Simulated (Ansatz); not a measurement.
[SiH$_{3}$···H···H], doublet: transfer scan

Starting geometry:

```xyz
6

Si   -0.0857    0.0000    0.0000
H    -0.5806    1.3997    0.0000
H    -0.5806   -0.6999    1.2122
H    -0.5806   -0.6999   -1.2122
H     1.3989    0.0000    0.0000
H     2.7313    0.0000    0.0000
```

From there H5 is moved from one fragment to the other while all else, the fragments' distance too, stays fixed, so the hump isn't the reaction's barrier; atoms are numbered as listed. Energies are in kJ/mol, counted from the starting geometry at the same level. Kohn–Sham curves are unrestricted where that lies lower.

Basis cc-pVDZ; Ansatz 0.2.0. Only valence electrons are correlated (noble-gas cores frozen). R marks a restricted (for open shells ROHF) determinant, U an unrestricted one.

Full CI isn't at hand for all of this; UCCSDT(Q) serves as the reference, and is uncertain by about the last step of the cluster series.

```csv
distance Si1-H5 (Å),B3LYP
1.381,18.3
1.485,0.0
1.569,-4.9
1.652,-7.0
1.736,-10.7
1.820,-18.3
1.904,-29.2
1.988,-38.7
2.072,-38.5
```

Question: Estimate the UCCSDT(Q) curve in cc-pVDZ from this one, knowing how B3LYP errs.

Answer: The computed UCCSDT(Q) values, in kJ/mol from the starting point, and the error of B3LYP against them:
```json
{"distance Si1-H5 (Å)": "1.381", "UCCSDT(Q)": "13.4", "B3LYP less UCCSDT(Q)": "4.9"}
{"distance Si1-H5 (Å)": "1.485", "UCCSDT(Q)": "0.0", "B3LYP less UCCSDT(Q)": "0.0"}
{"distance Si1-H5 (Å)": "1.569", "UCCSDT(Q)": "-0.4", "B3LYP less UCCSDT(Q)": "-4.5"}
{"distance Si1-H5 (Å)": "1.652", "UCCSDT(Q)": "1.7", "B3LYP less UCCSDT(Q)": "-8.6"}
{"distance Si1-H5 (Å)": "1.736", "UCCSDT(Q)": "0.6", "B3LYP less UCCSDT(Q)": "-11.3"}
{"distance Si1-H5 (Å)": "1.820", "UCCSDT(Q)": "-6.7", "B3LYP less UCCSDT(Q)": "-11.6"}
{"distance Si1-H5 (Å)": "1.904", "UCCSDT(Q)": "-19.6", "B3LYP less UCCSDT(Q)": "-9.6"}
{"distance Si1-H5 (Å)": "1.988", "UCCSDT(Q)": "-32.4", "B3LYP less UCCSDT(Q)": "-6.3"}
{"distance Si1-H5 (Å)": "2.072", "UCCSDT(Q)": "-35.7", "B3LYP less UCCSDT(Q)": "-2.8"}
```

The error spans 16.5 kJ/mol and is largest, -11.6 kJ/mol, at 1.820 Å.

In so small a basis the reference is far from its limit while semilocal and hybrid functionals are nearer theirs, so the functionals' errors here hold much of the reference's basis and frozen-core error, which can add to them or hide them.
